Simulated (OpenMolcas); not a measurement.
## Which level was it?

The species is BN2H5 (8 atoms), meant as a singlet with charge 0. SMILES: `NBN`. Geometry: relaxed at PBE0-D4/def2-TZVP.

```xyz
8

N    -0.9710    0.5165   -0.5811
B     0.1942    0.3866    0.2005
N     0.8482   -0.8452    0.4014
H    -1.4268   -0.2445   -1.0534
H    -1.4239    1.4009   -0.7137
H     0.6497    1.3686    0.7180
H     1.6767   -0.9198    0.9609
H     0.5450   -1.7203    0.0116
```

A calculation with OpenMolcas 26.06 gave:

```yaml
total_energy: -137.3521 Eh
dipole_moment: 1.28 D
HOMO_energy: -8.16 eV
LUMO_energy: 0.63 eV
HOMO–LUMO_gap: 8.79 eV
```

Problem. Which of these levels gave the numbers?
A. PBE0/6-311+G**
B. r2SCAN/6-311+G**
C. B2PLYP/6-311+G**
D. HF/3-21G

Solution. C. The others give -137.4071 Eh (r2SCAN/6-311+G**), -137.3228 Eh (PBE0/6-311+G**), -135.8288 Eh (HF/3-21G).
